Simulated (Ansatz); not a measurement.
Geometry optimisation, RKS PBE-D4/def2-SVP (Ansatz 0.2.0).

The input (input.yaml):

```yaml
crystal:
  periodic: [false, false, false]
  atoms:
    - { symbol: Al, position_ang: [-1.57223, 1.31166, -1.05716] }
    - { symbol: S, position_ang: [-0.05546, -0.09362, -0.05782] }
    - { symbol: Al, position_ang: [1.3264, -1.63895, 0.9294] }
    - { symbol: H, position_ang: [-2.80193, 0.72836, -1.73679] }
    - { symbol: H, position_ang: [-1.05546, 2.73149, -0.86282] }
    - { symbol: H, position_ang: [1.96879, -2.91946, 1.49441] }
    - { symbol: H, position_ang: [2.45488, -0.86295, 1.59468] }
    - { symbol: H, position_ang: [0.99872, -3.12096, 0.8165] }
total_charge: 1
basis:
  gaussian: { orbitals: def2-SVP }
hamiltonian:
  xc: pbe
  dispersion: d4
relax:
  f_tol: 0.02
  max_steps: 50
```

Launched with:

```bash
$ ansatz run input.yaml --threads 1 --pin off --max-ram 2048MiB --backend cpu --events-out ev --progress --plain --runs-dir out
```

Task: Where does it end, and by what steps?

Result: The forces met the threshold. Limits of this set-up: the dipole of an ion depends on the origin. After 28 steps the energy has fallen by 3.944 eV; H5 moved furthest, 1.98 Å. Parted: Al3–H6, Al3–H8. Joined: Al1–Al3, Al3–H5, H6–H8.

```tsv
step	energy less start (eV)	largest force component (eV/Å)	accepted
0	0.0000	6.678	yes
1	-1.8237	4.878	yes
2	-1.8921	7.817	yes
3	-2.8896	0.744	yes
4	-3.0352	0.355	yes
5	-3.1179	0.358	yes
6	-3.2095	0.286	yes
7	-3.2791	0.268	yes
8	-3.3519	0.364	yes
9	-3.4219	0.237	yes
10	-3.4664	0.387	yes
11	-3.5197	0.369	yes
12	-3.5510	0.334	yes
13	-3.5592	0.317	yes
14	-3.5871	0.168	yes
15	-3.6030	0.125	yes
16	-3.6215	0.194	yes
17	-3.6543	0.210	yes
18	-3.7204	0.327	yes
19	-3.8173	0.481	yes
20	-3.8559	0.818	yes
21	-3.8830	0.333	yes
22	-3.9096	0.409	yes
23	-3.9324	0.141	yes
24	-3.9402	0.136	yes
25	-3.9417	0.092	yes
26	-3.9428	0.048	yes
27	-3.9435	0.028	yes
28	-3.9438	0.013	yes
```

```xyz
8
Properties=species:S:1:pos:R:3
Al -1.372 0.625 -0.896
S -0.901 -1.459 -0.417
Al 0.704 -0.306 0.499
H -2.377 1.595 -1.609
H 0.018 1.265 -0.076
H 1.899 -2.637 1.335
H 2.008 -0.024 1.321
H 1.285 -2.923 0.964
```

Whether the end is a true minimum wasn't checked by a vibrational analysis.

Run time: 66 s on 1 thread of Arm Neoverse V1, on a shared host, peak memory 0.14 GiB.
